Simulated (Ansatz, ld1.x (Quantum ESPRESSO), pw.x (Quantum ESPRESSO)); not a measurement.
From atom to crystal: ultrasoft potential for Bi

```json
{"Element": "Bi (Z = 83)", "Generator": "ld1.x (Quantum ESPRESSO) 7.5", "Type": "ultrasoft", "Functional": "PBEsol", "Relativity": "scalar-relativistic", "Frozen core": "[Xe] 4f14 5d10", "Valence charge": "5", "Reference configuration": "6s2 6p3", "Partial waves": "6s (bound): rcut 1.75, rcutus 2.20 bohr; 6s channel at -0.35 Ry: rcut 1.75, rcutus 2.20 bohr; 6p (bound): rcut 2.10, rcutus 2.80 bohr; 6p channel at 1.05 Ry: rcut 2.10, rcutus 2.80 bohr", "Local potential": "all-electron potential smoothed inside 2.05 bohr (lloc = -2)", "Core correction": "Bessel-smoothed model core inside 1.70 bohr", "Augmentation charge": "PSQ, inside the norm-conserving radii"}
```

Crystal test: bcc Bi in pw.x 7.5, no spin, 12³ k-points, Fermi–Dirac smearing 0.01 Ry, cutoffs 40/320 Ry. The reference is all-electron LAPW (Ansatz 0.2.0) with the same functional, mesh and smearing; V0 and B0 come from Birch–Murnaghan fits to the pressures at five volumes. Errors are pseudo minus all-electron; Δ is the rms difference of the E(V) curves that follow from these fits, minima aligned, over ±6 % about the mean V0. Mesh and smearing are coarse, so the numbers serve the comparison and aren't converged zero-temperature values; the lattice is a test structure that the element need not adopt.

All-electron: a0 = 3.913 Å (V0 = 29.95 Å³/atom), B0 = 59.8 GPa.

Task: How far does the potential miss the all-electron equation of state?

Result: mean pressure error (GPa): -22.64. The pressure does not cross zero within the volumes sampled, so no fit is given. This is a poor potential for the solid. The pseudo pressure rises with volume over the whole range, a mechanical instability.

```tsv
V (Å³/atom)	P all-electron (GPa)	P pseudo (GPa)
28.533	3.25	-23.66
29.284	1.41	-23.10
30.035	-0.18	-22.57
30.786	-1.55	-22.07
31.537	-2.73	-21.60
```

Task: At the middle volume, how do free energy and pressure move when the wave cutoff is lowered (ecutrho held at 320 Ry)?

Result:

```json
{"cutoff (Ry)": "18", "shift of F (meV/atom)": "+2.3", "shift of P (GPa)": "-0.04"}
{"cutoff (Ry)": "24", "shift of F (meV/atom)": "+1.3", "shift of P (GPa)": "-0.01"}
{"cutoff (Ry)": "32", "shift of F (meV/atom)": "+0.1", "shift of P (GPa)": "-0.00"}
```

Input at the middle volume:

```
&control
  calculation='scf', prefix='x', pseudo_dir='./', outdir='./tmp', tstress=.true., disk_io='none'
/
&system
  ibrav=0, nat=1, ntyp=1, ecutwfc=40, ecutrho=320, nbnd=9,
  occupations='smearing', smearing='fd', degauss=0.01
/
&electrons
  conv_thr=1e-09, mixing_beta=0.4, electron_maxstep=70
/
ATOMIC_SPECIES
Bi 1.0 Bi.UPF
CELL_PARAMETERS angstrom
  -1.95819475 1.95819475 1.95819475
  1.95819475 -1.95819475 1.95819475
  1.95819475 1.95819475 -1.95819475
ATOMIC_POSITIONS crystal
Bi 0.0000 0.0000 0.0000
K_POINTS automatic
12 12 12 0 0 0
```

```bash
pw.x < Bi.scf.in > Bi.scf.out
```

Lines of the output:

```
Message from routine setup:
     using ibrav=0 with symmetry is DISCOURAGED, use correct ibrav instead
     lattice parameter (alat)  =       6.4094  a.u.
     unit-cell volume          =     202.6862 (a.u.)^3
     number of electrons       =         5.00
     number of Kohn-Sham states=            9
     kinetic-energy cutoff     =      40.0000  Ry
     charge density cutoff     =     320.0000  Ry
     scf convergence threshold =      1.0E-09
     Exchange-correlation= PBESOL
     number of k points=    72  Fermi-Dirac smearing, width (Ry)=  0.0100
     iteration #  1     ecut=    40.00 Ry     beta= 0.40
     total energy              =     -41.92074690 Ry
     estimated scf accuracy    <       0.00347087 Ry
     iteration #  2     ecut=    40.00 Ry     beta= 0.40
     total energy              =     -41.92049116 Ry
     estimated scf accuracy    <       0.00093538 Ry
     iteration #  3     ecut=    40.00 Ry     beta= 0.40
     total energy              =     -41.92058248 Ry
     estimated scf accuracy    <       0.00000667 Ry
     iteration #  4     ecut=    40.00 Ry     beta= 0.40
     total energy              =     -41.92058446 Ry
     estimated scf accuracy    <       0.00000008 Ry
     iteration #  5     ecut=    40.00 Ry     beta= 0.40
     total energy              =     -41.92058446 Ry
     estimated scf accuracy    <       0.00000001 Ry
     iteration #  6     ecut=    40.00 Ry     beta= 0.40
     the Fermi energy is     6.2788 ev
!    total energy              =     -41.92058446 Ry
     estimated scf accuracy    <          2.4E-11 Ry
     smearing contrib. (-TS)   =      -0.00366456 Ry
     The total energy is F=E-TS. E is the sum of the following terms:
     one-electron contribution =       4.57607184 Ry
     hartree contribution      =       0.17657766 Ry
     xc contribution           =     -34.37636282 Ry
     ewald contribution        =     -12.29320658 Ry
     convergence has been achieved in   6 iterations
          total   stress  (Ry/bohr**3)                   (kbar)     P=     -225.75
     Message from routine punch:
     Nothing written, as per user request (disk_io='none')
```

The run at the middle volume (72 k-points, 6 iterations) took about 5.1 s on one core of a shared host (Neoverse-V1, 32 threads, 247 GiB, load 8).
